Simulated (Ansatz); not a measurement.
Ansatz (a quantum-chemistry and plane-wave program) input (HF/aug-cc-pVTZ):

Ansatz 0.2 input:
```yaml
crystal:
  periodic: [false, false, false]
  atoms:
    - {symbol: C, position_ang: [-0.12186025, -1.69074357, 0.02215318]}
    - {symbol: C, position_ang: [0.54218933, -0.56026688, 0.01153545]}
    - {symbol: C, position_ang: [-0.07823455, 0.72517373, -0.01044128]}
    - {symbol: H, position_ang: [0.10845327, -2.74335182, 0.03814959]}
    - {symbol: H, position_ang: [1.63433789, -0.55645278, 0.01934692]}
    - {symbol: N, position_ang: [-0.54219405, 1.77926070, -0.02814008]}
basis:
  gaussian:
    orbitals: aug-cc-pVTZ
hamiltonian:
  xc: hf
magnetization: {spin_polarized: true, initial_magnetization: 1}
```

End of the output:

```
integrals: 0.11 GiB planned
1127 factors; their error is unknown
mean field: 0.98 GiB planned
mean field evaluation 1: about -4600.1008 eV, gradient 2.4e1 eV
mean field evaluation 2: about -4602.3949 eV, gradient 1.6e1 eV
mean field evaluation 4: about -4603.4730 eV, gradient 1.7e0 eV
mean field evaluation 8: about -4603.5628 eV, gradient 6.6e-1 eV
mean field evaluation 16: about -4603.7163 eV, gradient 3.2e-1 eV
mean field evaluation 32: about -4603.6573 eV, gradient 9.0e-1 eV
mean field evaluation 64: about -4603.6191 eV, gradient 5.6e-1 eV
mean field evaluation 96: about -4602.7053 eV, gradient 7.8e0 eV
mean field -4603.71654943 eV, -169.1834626805 hartree, gradient 4.8e-5 eV, S^2 1.127680; 3 other end points of the search recorded, 0 dependent functions left out
reference -4603.71654943 eV, -169.1834626805 hartree; 14, 13 occupied and 216, 217 virtual orbitals, 1127 factors
Total energy: -4603.71654943 eV, -169.1834626805 hartree
```

It need not be the lowest isomer of its formula.

The determinant is spin-contaminated: <S^2> is 1.13 against 0.75 for a pure state.
